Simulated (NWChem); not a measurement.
HLi in NWChem

```
Li
H 1 1.5891
```
Charge 0, spin multiplicity 1.

Everything below was run with NWChem. The geometry was optimised at B3LYP/def2-SVP, a minimum by its harmonic frequencies.

The structure started from a generated list of species. No SCF solution was tested for a lower state.

Worked example. At PBE0/def2-TZVP the molecule has a total energy of -8.05055 Ha and the free atoms (multiplicities Li 2, H 2) H -0.50104, Li -7.46705 Ha. The electronic atomisation energy is the atoms' sum less the molecule's energy.

1·(-7.46705) + 1·(-0.50104) = -7.96809 Ha for the atoms; less the molecule's energy this leaves 0.08246 Ha, or 51.7 kcal/mol (216 kJ/mol), without zero-point, thermal or spin-orbit terms.
